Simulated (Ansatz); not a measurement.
**BSiH₂ (quartet): B2PLYP, RPA-PBE over vertical spin and charge gaps, cc-pVDZ**

Aim: run BSiH₂ (quartet) with these functionals over vertical spin and charge gaps, and hold them against the top wave-function level at the same points.

Method: cc-pVDZ, all electrons in the functionals, frozen cores in the correlation of double hybrids and RPA; program: Ansatz 0.2.0, Gaussian basis.

To be run: B2PLYP, RPA-PBE, at charge 0, quartet; charge 0, doublet; charge 0, sextet; charge 1, triplet; charge 1, quintet.

3 further runs of the same task are left out: 3 set aside as unsound or not needed.

## Step 1: The system

The geometry is a PBE0/def2-TZVP stationary point (not a proven minimum).

4 atoms, charge 0, spin multiplicity 4.

Atoms are counted from 1 here; the program's logs count them from 0.

Bond lengths: Si1–B2 1.915 Å, Si1–H3 1.512 Å, B2–H4 1.193 Å. Angles: B2–Si1–H3 126.7°, Si1–B2–H4 134.2°.

No dispersion term is added.

The geometry shown and the zero of energy belong to the point charge 0, quartet. The yardstick, RCCSDTQ, and other wave-function levels (R restricted, U unrestricted, valence and pair active spaces) come from earlier runs.

## Step 2: B2PLYP, charge 0, quartet

in.yaml

```yaml
crystal:
  periodic: [false, false, false]
  atoms:
    - {symbol: Si, position_ang: [0.000000, -0.047060, 0.551810]}
    - {symbol: B, position_ang: [0.000000, -0.060513, -1.363344]}
    - {symbol: H, position_ang: [0.000000, 1.171072, 1.447364]}
    - {symbol: H, position_ang: [0.000000, 0.789266, -2.200146]}
basis:
  gaussian: {orbitals: cc-pVDZ}
magnetization: {spin_polarized: true, initial_magnetization: 3}
hamiltonian: {xc: {name: B2PLYP}}
correlation: {electrons: outside_noble_gas}
```

Started as:

```
$ ansatz run in.yaml --threads 1 --pin off --events-out ev --progress --plain --max-ram 4096MiB --backend cpu
```

After this run come: B2PLYP, charge 0, doublet; B2PLYP, charge 0, sextet; B2PLYP, charge 1, triplet; B2PLYP, charge 1, quintet; RPA-PBE, charge 0, quartet; RPA-PBE, charge 0, doublet; RPA-PBE, charge 0, sextet; RPA-PBE, charge 1, triplet; RPA-PBE, charge 1, quintet.

**Question.** What will the summary of the whole plan be? Wanted: quartet to doublet, RCCSDTQ; quartet to sextet, RCCSDTQ; ionisation to the triplet cation, RCCSDTQ; ionisation to the quintet cation, RCCSDTQ; largest miss, B2PLYP; largest miss, RPA-PBE.

The runs gave:

| quantity | value |
| --- | --- |
| quartet to doublet, RCCSDTQ | 21.4 kJ/mol |
| quartet to sextet, RCCSDTQ | 541.3 kJ/mol |
| ionisation to the triplet cation, RCCSDTQ | 768.7 kJ/mol |
| ionisation to the quintet cation, RCCSDTQ | 1118.0 kJ/mol |
| largest miss, B2PLYP | +23.6 kJ/mol (quartet to sextet) |
| largest miss, RPA-PBE | +8.7 kJ/mol (ionisation to the quintet cation) |

**Reading.** Of the functionals, RPA-PBE keep the smallest largest miss at the points compared (at most 8.7 kJ/mol) and B2PLYP strays most (23.6 kJ/mol, at quartet to sextet). B2PLYP, RPA-PBE clearly break the spin symmetry at some points (⟨S²⟩ up to 0.92 above the pure value), so energy there is bought with a mixed spin. Functionals and the yardstick converge differently with the basis, so part of each miss in cc-pVDZ is the basis.
